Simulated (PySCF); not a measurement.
# Relaxation of singlet ClH₄⁺

Level of theory: PBE0/[Cl def2-TZVP, H def2-TZVP], no relativity, density fitting, PySCF. A (50,194) grid was used.

A hand-made see-saw start, of C2v symmetry, held to at least that symmetry:

Coordinates in bohr (charge 1 multiplicity 1):
```
Cl    0.0000    0.0000   -0.0881
H     0.0000    2.4168    0.1233
H     0.0000   -2.4168    0.1233
H     1.9116    0.0000    1.4055
H    -1.9116    0.0000    1.4055
```

Optimiser trace:
```csv
step,E − E(last) (kJ/mol),largest gradient (Eh/bohr)
0,151.08,0.07225
1,76.79,0.01876
2,48.35,0.02433
3,29.88,0.03022
4,20.79,0.02594
5,3.88,0.01024
6,2.70,0.00732
7,0.66,0.00292
8,0.09,0.00104
9,0.02,0.00085
10,0.00,0.00035
11,0.00,0.00004
```

It ends at D4h with Cl–H 1.363 Å (×4); H–Cl–H 90.0° (×4), H–Cl–H 180.0° (×2). A frequency run shows a minimum.
